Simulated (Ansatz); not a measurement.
**[GeH₃···H···GeH₃], doublet: the ladder up to UCCSDT(Q)**

Geometry: a point of a hydrogen-transfer path between rigid fragments, not a stationary point.

| atom | x (Å) | y (Å) | z (Å) |
| --- | --- | --- | --- |
| Ge | -1.9358 | 0.0000 | 0.0000 |
| H | -2.4473 | 1.4466 | 0.0000 |
| H | -2.4473 | -0.7233 | 1.2528 |
| H | -2.4473 | -0.7233 | -1.2528 |
| H | 0.4022 | 0.0000 | 0.0000 |
| Ge | 1.9322 | 0.0000 | 0.0000 |
| H | 2.4008 | -1.4659 | 0.0000 |
| H | 2.4008 | 0.7330 | -1.2695 |
| H | 2.4008 | 0.7330 | 1.2695 |

Basis cc-pVDZ; Ansatz 0.2.0. Only valence electrons are correlated (noble-gas cores and the filled d shells of p-block atoms frozen), which leaves 15 electrons in 61 orbitals. R marks a restricted (for open shells ROHF) determinant, U an unrestricted one. Active spaces: pair = (3e, 3o) about the gap; frontier = (9e, 9o) about the gap. No spin–orbit coupling is included, and no scalar relativity.

Full CI isn't at hand for all of this; UCCSDT(Q) serves as the reference, and is uncertain by about the last step of the cluster series. The frozen core follows each run's orbitals, which can shift R against U totals by a few meV for light atoms and by up to 0.1 eV past Ca.

- UHF ⟨S²⟩: 0.757
- T1 diagnostic (RCCSD): 0.0140
- largest doubles amplitude (RCCSD): 0.028
- T1 diagnostic (UCCSD): 0.0110

| level | E − E(RHF) (eV) |
| --- | --- |
| UHF | -0.0599 |
| UMP2 | -5.7490 |
| UCCSD | -7.2485 |
| UCCSD(T) | -7.3857 |

Question: Estimate how far UCCSDT(Q) in cc-pVDZ lies from UCCSD(T). The table doesn't fix it; the size of (T) and the diagnostics are the guide.

Answer: UCCSDT(Q) in cc-pVDZ lies 0.84 kcal/mol below UCCSD(T), which is 27 % of the (T) step (-3.16 kcal/mol). The diagnostics give no warning, yet the rest is a sizeable part of (T).

The other levels:

```
 level  E − E(UCCSDT(Q)) (kcal/mol)  share of correlation (%)  wall time
UCCSDT                         0.09                     99.95          –
```

The correlation energy at UCCSDT(Q), counted from RHF, is -7.422 eV. That run took 33 s on 2 threads of AMD EPYC 7R13 with a shared H100 80 GB, shared host.

Run but not shown, since their state or frozen core can't be matched to the reference's or they repeat it: RHF, RMP2, CISD, RCCSD, RCCSD(T), BCCD(T), RCCSDT, RCCSDT(Q), CASSCF (pair space), NEVPT2 (pair space), MRCISD (pair space), MRCISD+Q (pair space), CASSCF (frontier space), NEVPT2 (frontier space).

Times hold each run's SCF and search for its determinant on a shared host, so for small cases they say little of a method's own cost; they ran on 1 thread of AMD EPYC 7R13.
